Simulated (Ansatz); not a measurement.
# P₂ (triplet): the correlation ladder at distance P1–P2 = 4.598 Å, 6-31G

Aim: climb from Hartree-Fock through coupled cluster and multireference methods for P₂ (triplet) at one geometry and basis, and see what each rung misses.

Computed with Ansatz 0.2.0, Gaussian basis. Level: 6-31G, core rule «outside noble gas», up to 10 orbitals frozen.

Plan: UHF; CCSD(T) on ROHF; BCCD(T) on ROHF; CISD; CCSDT(Q) on ROHF; CISDTQ; CASSCF and MRCISD+Q, 4 electrons in 4 orbitals; CASSCF and NEVPT2, 4 electrons in 4 orbitals; CASSCF and MRCISD+Q, 10 electrons in 8 orbitals; CASSCF and NEVPT2, 10 electrons in 8 orbitals; Full CI.

33 further runs of the same task are left out: 10 for a known fault of the program, 23 that didn't finish.

## 1. What is computed

The geometry derives from a PBE0/def2-TZVP stationary point (not a proven minimum). One bond is set to the value named and the two fragments are kept rigid.

2 atoms, charge 0, spin multiplicity 3.

Atoms are counted from 1 here; the program's logs count them from 0.

No contacts short enough for the rule that draws bonds.

Geometry (Å):

```xyz
2
charge 0, multiplicity 3
P     0.0000    0.0000    0.0000
P     0.0000    0.0000    4.5980
```

## 2. UHF

in.yaml

```yaml
crystal:
  periodic: [false, false, false]
  atoms:
    - {symbol: P, position_ang: [0.000000, 0.000000, 0.000000]}
    - {symbol: P, position_ang: [0.000000, 0.000000, 4.598000]}
basis:
  gaussian: {orbitals: 6-31G}
magnetization: {spin_polarized: true, initial_magnetization: 2}
hamiltonian: {xc: hf}
output: {orbitals: {seedname: orbitals}}
```

Command:

```sh
$ ansatz run in.yaml --threads 1 --pin off --events-out ev --progress --plain --max-ram 2393MiB
```

The runs that follow: CCSD(T) on ROHF; BCCD(T) on ROHF; CISD; CCSDT(Q) on ROHF; CISDTQ; CASSCF and MRCISD+Q, 4 electrons in 4 orbitals; CASSCF and NEVPT2, 4 electrons in 4 orbitals; CASSCF and MRCISD+Q, 10 electrons in 8 orbitals; CASSCF and NEVPT2, 10 electrons in 8 orbitals; Full CI.

**Question.** What will the summary of the whole plan be? Wanted: FCI below the RHF energy; RMP2 from FCI; RCCSD from FCI; RCCSD(T) from FCI; NEVPT2 valence from FCI; MRCISD+Q valence from FCI; T1 diagnostic; effectively unpaired electrons.

The runs gave:

| quantity | value |
| --- | --- |
| FCI below the RHF energy | -5.8876 eV |
| RMP2 from FCI | +94.31 kcal/mol |
| RCCSD from FCI | +45.80 kcal/mol |
| RCCSD(T) from FCI | +42.85 kcal/mol |
| NEVPT2 valence from FCI | +7.32 kcal/mol |
| MRCISD+Q valence from FCI | -0.06 kcal/mol |
| levels within 1 kcal/mol (43 meV) | CISDTQ, MRCISD valence, MRCISD+Q valence |
| T1 diagnostic | 0.279 |
| effectively unpaired electrons | 5.97 |

RCCSD(T) lands +42.85 kcal/mol from the yardstick (31.6 % of the correlation energy). MRCISD+Q valence falls below full CI: the +Q correction isn't variational, and the cores differ from full CI's. The occupations show strong static correlation (6.0 unpaired electrons where one determinant has 2). Of the multireference levels listed MRCISD+Q valence comes nearest in total energy (-0.06 kcal/mol), which doesn't show that its space is the better one. Coupled cluster took another determinant than the lowest Hartree-Fock one. These misses are within one basis, not against nature.
